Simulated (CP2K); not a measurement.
# B3LYP/cc-pVDZ run of C3H7F (2-fluoropropane)

What is the energy change on altering one bond length of C3H7F (2-fluoropropane) at B3LYP/cc-pVDZ? 

The calculation is run with CP2K 2026.2.

## (1) The system as given

C3H7F: 11 atoms, total charge 0, spin state singlet. As SMILES, `CC(C)F`. The coordinates come from a PBE0-D4/def2-TZVP relaxation.

Bond lengths: C1–C2 1.508 Å, C2–C3 1.508 Å, C2–F4 1.396 Å, C1–H5 1.091 Å, C1–H6 1.092 Å, C1–H7 1.092 Å, C2–H8 1.096 Å, C3–H9 1.092 Å, C3–H10 1.091 Å, C3–H11 1.092 Å. Some angles: C1–C2–C3 113.9°, C1–C2–F4 108.3°, C3–C2–F4 108.3°, C1–C2–H8 110.1°, C3–C2–H8 110.1°, F4–C2–H8 105.9°, C2–C1–H5 110.6°, C2–C1–H6 110.3°, C2–C1–H7 110.4°, C2–C3–H9 110.4°.

## (2) A single-point energy at B3LYP/cc-pVDZ

Input file mol.inp:

```
&GLOBAL
 PROJECT mol
 RUN_TYPE ENERGY
 PRINT_LEVEL MEDIUM
&END

&FORCE_EVAL
 METHOD Quickstep
 &DFT
  BASIS_SET_FILE_NAME ./cc_pvdz.basis
  POTENTIAL_FILE_NAME POTENTIAL
  CHARGE 0
  MULTIPLICITY 1
  &QS
   METHOD GAPW
   EPS_DEFAULT 1.0E-10
  &END
  &MGRID
   CUTOFF 280
   REL_CUTOFF 50
   NGRIDS 4
  &END
  &POISSON
   PERIODIC NONE
   POISSON_SOLVER MULTIPOLE
  &END
  &SCF
   SCF_GUESS ATOMIC
   EPS_SCF 1.0E-07
   MAX_SCF 150
   ADDED_MOS 5
   &DIAGONALIZATION
    ALGORITHM STANDARD
   &END
   &MIXING
    METHOD DIRECT_P_MIXING
    ALPHA 0.4
   &END
  &END
  &XC
   &XC_FUNCTIONAL
    &HYB_GGA_XC_B3LYP
    &END
   &END
   &HF
    FRACTION 0.2
    &SCREENING
     EPS_SCHWARZ 1.0E-10
     SCREEN_ON_INITIAL_P F
    &END
    &INTERACTION_POTENTIAL
     POTENTIAL_TYPE COULOMB
    &END
    &MEMORY
     MAX_MEMORY 1050
    &END
   &END
  &END
  &PRINT
   &MOMENTS
    PERIODIC F
    REFERENCE COM
    MAX_MOMENT 1
   &END
   &MO ON
    ENERGIES T
    OCCUPATION_NUMBERS T
    NDIGITS 6
    &EACH
     QS_SCF 0
    &END
    ADD_LAST NUMERIC
   &END
   &LOWDIN ON
   &END
   &HIRSHFELD OFF
   &END
   &MO_MOLDEN ON
    NDIGITS 8
   &END
  &END
 &END
 &SUBSYS
  &CELL
   ABC [angstrom] 10 10.6 10.1
   PERIODIC NONE
  &END
  &COORD
   C      4.694550     6.321400     4.200100
   C      4.449450     4.969700     4.821800
   C      5.555450     4.510100     5.737800
   F      4.314950     4.033900     3.794700
   H      3.887150     6.579700     3.513100
   H      4.748450     7.090400     4.974100
   H      5.636750     6.320200     3.647100
   H      3.492450     4.969100     5.356800
   H      6.507550     4.487600     5.202500
   H      5.346350     3.509600     6.119700
   H      5.651850     5.190700     6.586900
  &END
  &KIND C
   BASIS_SET cc-pVDZ
   POTENTIAL ALL
   LEBEDEV_GRID 194
   RADIAL_GRID 100
  &END
  &KIND F
   BASIS_SET cc-pVDZ
   POTENTIAL ALL
   LEBEDEV_GRID 194
   RADIAL_GRID 100
  &END
  &KIND H
   BASIS_SET cc-pVDZ
   POTENTIAL ALL
   LEBEDEV_GRID 194
   RADIAL_GRID 100
  &END
 &END
&END
```

Started as:

```bash
OMP_NUM_THREADS=1 cp2k.psmp mol.inp > mol.out
```

Output:

```text
CP2K| version string:                                       CP2K version 2026.2
[...]
 GLOBAL| Method name                                                        CP2K
[...]
 GLOBAL| Run type                                                         ENERGY
[...]
 DFT| Spin restricted Kohn-Sham (RKS) calculation                            RKS
 DFT| Multiplicity                                                             1
[...]
 DFT| Charge                                                                   0
[...]
 FUNCTIONAL| HYB_GGA_XC_B3LYP:
[...]
 QS| Method:                                                                GAPW
[...]
 QS| Density cutoff [a.u.]:                                                140.0
[...]
 QS| Relative density cutoff [a.u.]:                                        25.0
[...]
                             - Atoms:                                         11
[...]
                             - Spherical basis functions:                     91
[...]
 Number of electrons:                                                         34
[...]
     1 P_Mix/Diag. 0.40E+00    6.1     0.90454707      -218.9906504772 -2.19E+02
[...]
    14 DIIS/Diag.  0.83E-07    1.6     0.00000006      -218.3862120019  1.71E-13
  *** SCF run converged in    14 steps ***
[...]
  Overlap energy of the core charge distribution:               0.00000593803751
  Self energy of the core charge distribution:               -201.77494725403753
  Core Hamiltonian energy:                                    -22.96139966257604
  Hartree energy:                                              59.06733703672192
  Exchange-correlation energy:                                 -9.43631586508967
  Hartree-Fock Exchange energy:                                -5.62825616493995
[...]
                     Mulliken Population Analysis
 #  Atom  Element  Kind  Atomic population                           Net charge
       1     C        1          5.990377                              0.009623
       2     C        1          5.876877                              0.123123
       3     C        1          5.990482                              0.009518
       4     F        2          9.255744                             -0.255744
       5     H        3          0.976719                              0.023281
       6     H        3          0.985035                              0.014965
       7     H        3          0.977722                              0.022278
       8     H        3          1.007746                             -0.007746
       9     H        3          0.977507                              0.022493
      10     H        3          0.976833                              0.023167
      11     H        3          0.984959                              0.015041
 # Total charge                             34.000000                  0.000000
[...]
  Dipole moment [Debye]
    X=  0.2647982E+00 Y=  0.1172363E+01 Z=  0.1231846E+01  Total=      1.7210450
 ENERGY| Total FORCE_EVAL ( QS ) energy [hartree]           -218.386212001870462
[...]
```

Run time: 28 s. Hardware: 1 thread of Arm Neoverse V1, shared host; peak memory 0.65 GiB.

## (3) The distorted shape at the same level

Input file molecule.xyz:

```xyz
11

C     -0.375854     1.045280    -0.620036
C     -0.620954    -0.306420     0.001664
C      0.485046    -0.766020     0.917664
F     -0.755454    -1.242220    -1.025436
H     -1.183254     1.303580    -1.307036
H     -0.321954     1.814280     0.153964
H      0.707700     1.043900    -1.256000
H     -1.577954    -0.307020     0.536664
H      1.437146    -0.788520     0.382364
H      0.275946    -1.766520     1.299564
H      0.581446    -0.085420     1.766764
```

Input file qs.inp:

```
&GLOBAL
 PROJECT_NAME qs
 RUN_TYPE ENERGY
 PRINT_LEVEL MEDIUM
&END

&FORCE_EVAL
 METHOD Quickstep
 &DFT
  BASIS_SET_FILE_NAME ./cc_pvdz.basis
  POTENTIAL_FILE_NAME POTENTIAL
  &QS
   METHOD GAPW
   EPS_DEFAULT 1.0E-10
  &END
  &MGRID
   CUTOFF 280
   REL_CUTOFF 50
   NGRIDS 4
  &END
  &POISSON
   PERIODIC NONE
   POISSON_SOLVER MULTIPOLE
  &END
  # SCF settings
  &SCF
   SCF_GUESS ATOMIC
   EPS_SCF 1.0E-07
   MAX_SCF 80
   ADDED_MOS 10
   &DIAGONALIZATION
    ALGORITHM STANDARD
   &END
   &MIXING
    METHOD DIRECT_P_MIXING
    ALPHA 0.4
   &END
  &END
  &XC
   &XC_FUNCTIONAL
    &HYB_GGA_XC_B3LYP
    &END
   &END
   # exact exchange
   &HF
    FRACTION 0.2
    &SCREENING
     EPS_SCHWARZ 1.0E-10
    &END
    &MEMORY
     MAX_MEMORY 1050
    &END
   &END
  &END
  # extra output
  &PRINT
   &MOMENTS
    PERIODIC F
    REFERENCE COM
    MAX_MOMENT 1
   &END
   &MO ON
    ENERGIES T
    OCCUPATION_NUMBERS T
    NDIGITS 6
    &EACH
     QS_SCF 0
    &END
    ADD_LAST NUMERIC
   &END
   &LOWDIN ON
   &END
   &HIRSHFELD OFF
   &END
   &MO_MOLDEN ON
    NDIGITS 8
   &END
  &END
 &END
 &SUBSYS
  # vacuum box
  &CELL
   ABC 10 10.6 10.1
   PERIODIC NONE
  &END
  &TOPOLOGY
   COORD_FILE_NAME molecule.xyz
   COORD_FILE_FORMAT XYZ
   &CENTER_COORDINATES
   &END
  &END
  &KIND C
   BASIS_SET cc-pVDZ
   POTENTIAL ALL
   LEBEDEV_GRID 194
   RADIAL_GRID 100
  &END
  &KIND F
   BASIS_SET cc-pVDZ
   POTENTIAL ALL
   LEBEDEV_GRID 194
   RADIAL_GRID 100
  &END
  &KIND H
   BASIS_SET cc-pVDZ
   POTENTIAL ALL
   LEBEDEV_GRID 194
   RADIAL_GRID 100
  &END
 &END
&END
```

Started as:

```bash
OMP_NUM_THREADS=1 cp2k.psmp -i qs.inp > qs.out 2>&1
```

Output, shortened:

```text
CP2K| version string:                                       CP2K version 2026.2
[...]
 GLOBAL| Method name                                                        CP2K
[...]
 GLOBAL| Run type                                                         ENERGY
[...]
 DFT| Spin restricted Kohn-Sham (RKS) calculation                            RKS
 DFT| Multiplicity                                                             1
[...]
 DFT| Charge                                                                   0
[...]
 FUNCTIONAL| HYB_GGA_XC_B3LYP:
[...]
 QS| Method:                                                                GAPW
[...]
 QS| Density cutoff [a.u.]:                                                140.0
[...]
 QS| Relative density cutoff [a.u.]:                                        25.0
[...]
                             - Atoms:                                         11
[...]
                             - Spherical basis functions:                     91
[...]
 Number of electrons:                                                         34
[...]
     1 P_Mix/Diag. 0.40E+00    6.0     0.90510984      -218.9283125461 -2.19E+02
[...]
    15 DIIS/Diag.  0.38E-07    1.6     0.00000002      -218.3755426979 -3.98E-13
  *** SCF run converged in    15 steps ***
[...]
  Overlap energy of the core charge distribution:               0.00000512426295
  Self energy of the core charge distribution:               -201.77494725403753
  Core Hamiltonian energy:                                    -23.09612343790913
  Hartree energy:                                              59.17410868518726
  Exchange-correlation energy:                                 -9.39781906575200
  Hartree-Fock Exchange energy:                                -5.61707894707624
[...]
                     Mulliken Population Analysis
 #  Atom  Element  Kind  Atomic population                           Net charge
       1     C        1          6.035392                             -0.035392
       2     C        1          5.864402                              0.135598
       3     C        1          5.988224                              0.011776
       4     F        2          9.254749                             -0.254749
[...]
  Dipole moment [Debye]
    X=  0.1603315E+00 Y=  0.1147185E+01 Z=  0.1302332E+01  Total=      1.7429307
 ENERGY| Total FORCE_EVAL ( QS ) energy [hartree]           -218.375542697856531
[...]
```

It took 30 s on 1 thread of Arm Neoverse V1, shared host; peak memory 0.65 GiB.

## (4) Outcome

At B3LYP/cc-pVDZ:

```
                                                         quantity          value
                                        first shape: total energy  -218.38621 Eh
                                       first shape: dipole moment         1.72 D
                                         first shape: HOMO energy       -8.67 eV
                                         first shape: LUMO energy        1.60 eV
                                       first shape: HOMO–LUMO gap       10.28 eV
                                    distorted shape: total energy  -218.37554 Eh
                                   distorted shape: dipole moment         1.74 D
                                     distorted shape: HOMO energy       -8.67 eV
                                     distorted shape: LUMO energy        1.52 eV
                                   distorted shape: HOMO–LUMO gap       10.19 eV
energy change with the C1–H7 bond stretched from 1.092 to 1.256 Å       0.290 eV
```

With the C1–H7 bond stretched from 1.092 to 1.256 Å the energy rises by 0.29 eV (6.7 kcal/mol). The first shape isn't relaxed at this level, so the change isn't measured from a minimum.
